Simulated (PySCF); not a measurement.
## C3H5FS: core ionisation energies

Compound: C3H5FS.
Numbering: `[CH3:1][C@@H:2]1[S:3][C@H:4]1[F:5]`

The calculation used delta-SCF UKS SCAN, pcX-2 on the ionised atom, pcseg-1 elsewhere, spin-free X2C (PySCF). Binding energies are ΔSCF values: E(core-ionised, relaxed orbitals) − E(ground state) at a fixed geometry, referred to the vacuum level.

**Question.** What binding energy does each computed site have?

**Answer.** 
```
atom(s)                 environment  level  binding energy (eV)  above the level's lowest (eV)  count
     C1               methyl carbon   C 1s               291.22                           0.00      1
     C2  sp3 carbon bound to sulfur   C 1s               291.92                          +0.70      1
     C4              sp3 C–F carbon   C 1s               293.85                          +2.63      1
     F5              alkyl fluorine   F 1s               692.85                           0.00      1
     S3              sulfide sulfur   S 1s              2477.03                           0.00      1
```

The listed C 1s values span 2.63 eV, from C1 (bonded to C and 3 H) to C4 (bonded to F, S, C and H). The widest gap between neighbouring values is 1.93 eV, between 291.92 and 293.85 eV.

**Question.** What is the longest wavelength that can ionise C 1s of C2 vertically?

**Answer.** λ = hc/E = 12398.42 eV Å / 291.92 eV = 42.472 Å.

**Question.** Which effective nuclear charge Zeff reproduces each element's mean 1s value in the hydrogen-like formula E = 13.606 eV × Zeff²?

**Answer.** C (Z = 6): mean 292.3 eV, Zeff = 4.64, Z − Zeff = 1.36; F (Z = 9): mean 692.8 eV, Zeff = 7.14, Z − Zeff = 1.86; S (Z = 16): mean 2477.0 eV, Zeff = 13.49, Z − Zeff = 2.51. Means run over the listed sites, weighted by atom count.

Not every level is listed. Geometry: GFN2-xTB; no solvent, vibrations or thermal averaging.

On Arm Neoverse V1, one thread, no GPU, shared host, this took 34 s wall.
